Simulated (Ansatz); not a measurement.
Input file:

```yaml
crystal:
  periodic: [false, false, false]
  atoms:
    - {symbol: N, position_ang: [0.000000, 0.000000, 1.806600]}
    - {symbol: Ga, position_ang: [0.000000, 0.000000, 0.000000]}
    - {symbol: N, position_ang: [0.000000, 0.000000, -1.806600]}
basis:
  gaussian: {orbitals: cc-pVTZ}
total_charge: 1
magnetization: {spin_polarized: false, initial_magnetization: 4}
correlation: {method: bccd_t, electrons: outside_noble_gas}
```

```sh
$ ansatz run in.yaml --threads 2 --pin off --events-out ev --progress --plain --max-ram 24576MiB --backend cuda --devices 0, --max-vram 18GiB
```

The program prints:

```
648 factors; integrals over basis functions are off by at most 1.1e-3 eV
mean field evaluation 1: about -55286.0376 eV, gradient 2.4e1 eV
mean field evaluation 2: about -55286.0999 eV, gradient 2.4e1 eV
mean field evaluation 4: about -55287.4665 eV, gradient 3.8e0 eV
mean field evaluation 8: about -55287.5025 eV, gradient 1.1e-1 eV
mean field evaluation 16: about -55287.0642 eV, gradient 9.8e0 eV
mean field evaluation 32: about -55287.3592 eV, gradient 2.3e0 eV
mean field evaluation 64: about -55283.5407 eV, gradient 2.8e-4 eV
mean field -55287.50251960 eV, -2031.7782423801 hartree, gradient 2.0e-6 eV, S^2 6.000000; 4 other end points of the search recorded, 0 dependent functions left out
16 core orbitals not correlated: weight in the atoms' cores, before any rotation towards them, 0.878 or more for the frozen orbitals, at most 0.118 for the correlated occupied ones
reference -55287.50251960 eV, -2031.7782423801 hartree; 8, 4 occupied and 79, 83 virtual orbitals, 648 factors
second order -7.99487924 eV of doubles, -0.20950576 eV of singles
cycle   1  -8.86472896 eV  change   -6.6e-1 eV  update   6.7e-2
cycle   2  -9.07733411 eV  change   -2.1e-1 eV  update   2.4e-2
cycle   3  -9.12696279 eV  change   -5.0e-2 eV  update   1.5e-2
cycle   4  -9.11920812 eV  change    7.8e-3 eV  update   5.4e-3
cycle   5  -9.11954720 eV  change   -3.4e-4 eV  update   2.7e-3
cycle   6  -9.12089022 eV  change   -1.3e-3 eV  update   1.4e-3
cycle   7  -9.12150732 eV  change   -6.2e-4 eV  update   6.4e-4
cycle   8  -9.12191344 eV  change   -4.1e-4 eV  update   2.4e-4
cycle   9  -9.12188279 eV  change    3.1e-5 eV  update   8.9e-5
cycle  10  -9.12187521 eV  change    7.6e-6 eV  update   3.3e-5
cycle  11  -9.12187666 eV  change   -1.4e-6 eV  update   1.3e-5
perturbative correction -0.35501808 eV, -0.0130466740 hartree
Total energy: -55296.97941434 eV, -2032.1265118382 hartree
```

Ran on 2 threads of AMD EPYC 7R13 with a shared H100 80 GB, shared host: 5.5 s wall, 0.8 GiB peak host memory.
